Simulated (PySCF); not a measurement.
Bonds broken one at a time in the series SiF3-X. Gas-phase values, no solvent. One relaxed conformer stands for each flexible species; it need not be the lowest. Strings in code marks are SMILES.

All values below come from r2SCAN-D4/def2-TZVP (PySCF). 

```tsv
species	highest occupied spin orbital (eV)	dipole moment (D)
radical fragment (`[F]`)	-10.68	0.00
radical fragment (`[Cl]`)	…	0.00
whole molecule (`F[Si](F)(F)I`)	–	1.13
whole molecule (`B[Si](F)(F)F`)	–	1.97
radical fragment (`B[Si](F)F`)	-5.79	–
whole molecule (`F[Si]([SeH])(F)F`)	–	…
```

Q: Some entries are withheld; supply them.

A: 
- radical fragment (`[Cl]`), highest occupied spin orbital (eV): -8.41
- whole molecule (`F[Si]([SeH])(F)F`), dipole moment (D): 1.50
